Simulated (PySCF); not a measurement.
Simulated P 2p region for `C#CPCP`, binding energy against the vacuum level.

Every computed line was given a Gaussian of 0.6 eV full width at half maximum and an area set by the number of equivalent atoms (split 2:1 within a doublet); the highest printed point is 100. Method used: delta-SCF UKS SCAN, pcX-2 on the ionised atom, pcseg-1 elsewhere, spin-free X2C (PySCF).

```json
{"binding energy (eV)": "135.6", "intensity": "0"}
{"binding energy (eV)": "135.7", "intensity": "1"}
{"binding energy (eV)": "135.8", "intensity": "3"}
{"binding energy (eV)": "135.9", "intensity": "7"}
{"binding energy (eV)": "136.0", "intensity": "15"}
{"binding energy (eV)": "136.1", "intensity": "28"}
{"binding energy (eV)": "136.2", "intensity": "46"}
{"binding energy (eV)": "136.3", "intensity": "65"}
{"binding energy (eV)": "136.4", "intensity": "81"}
{"binding energy (eV)": "136.5", "intensity": "91"}
{"binding energy (eV)": "136.6", "intensity": "94"}
{"binding energy (eV)": "136.7", "intensity": "96"}
{"binding energy (eV)": "136.8", "intensity": "98"}
{"binding energy (eV)": "136.9", "intensity": "100"}
{"binding energy (eV)": "137.0", "intensity": "100"}
{"binding energy (eV)": "137.1", "intensity": "95"}
{"binding energy (eV)": "137.2", "intensity": "86"}
{"binding energy (eV)": "137.3", "intensity": "75"}
{"binding energy (eV)": "137.4", "intensity": "64"}
{"binding energy (eV)": "137.5", "intensity": "56"}
{"binding energy (eV)": "137.6", "intensity": "51"}
{"binding energy (eV)": "137.7", "intensity": "48"}
{"binding energy (eV)": "137.8", "intensity": "46"}
{"binding energy (eV)": "137.9", "intensity": "42"}
{"binding energy (eV)": "138.0", "intensity": "35"}
{"binding energy (eV)": "138.1", "intensity": "26"}
{"binding energy (eV)": "138.2", "intensity": "17"}
{"binding energy (eV)": "138.3", "intensity": "9"}
{"binding energy (eV)": "138.4", "intensity": "4"}
{"binding energy (eV)": "138.5", "intensity": "2"}
{"binding energy (eV)": "138.6", "intensity": "1"}
{"binding energy (eV)": "138.7", "intensity": "0"}
```

Q: Count the maxima, the lines and the sites behind this envelope.

A: The curve has 1 maximum (at 136.9 eV). Under it lie 4 lines from 2 inequivalent phosphorus sites, each drawn as a 2p3/2, 2p1/2 pair. At this width some lines have no maximum of their own.

Q: Decompose the envelope and assign each component. Numbering: `[CH:1]#[C:2][PH:3][CH2:4][PH2:5]`.

A: 
```tsv
position (eV)	relative area	line	atoms	environment
136.47	0.67	P 2p3/2	P5	phosphine phosphorus
136.97	0.67	P 2p3/2	P3	phosphine phosphorus
137.36	0.33	P 2p1/2	P5	phosphine phosphorus
137.87	0.33	P 2p1/2	P3	phosphine phosphorus
```

Q: What are the centre and the root-mean-square width of the whole band?

A: The area-weighted mean of the lines is 137.02 eV. Their own spread about it is 0.49 eV (rms) and each Gaussian has σ = 0.6/2.355 = 0.25 eV; the variances add, which gives 0.55 eV.

Lowest listed P 2p3/2: P5, bonded to C and 2 H. Highest, 0.50 eV above it: P3, bonded to 2 C and H.

The curve has no shake-up lines and no vibrational structure. The 2p values add to the ΔSCF energy of one spin-free hole a correction within the shell (spin–orbit coupling, ligand field). 2p1/2 minus 2p3/2 (ligand field included): P 0.90 eV. The structure is a single PBE0-D3(BJ)/def2-SVP conformer in the gas phase; no vibrational or solvent corrections.

The run took 60 s of wall time on Intel Xeon Platinum 8259CL at 2.50 GHz, one thread, shared host with 96 logical CPUs at a one-minute load of 69, and the process peaked at 0.51 GiB of memory.

The values belong to the conformer `[CH:1]#[C:2][PH:3][CH2:4][PH2:5]`: C2–P3–C4–P5 53°, H–P5–C4–P3 48°, H–P5–C4–P3 -46°.
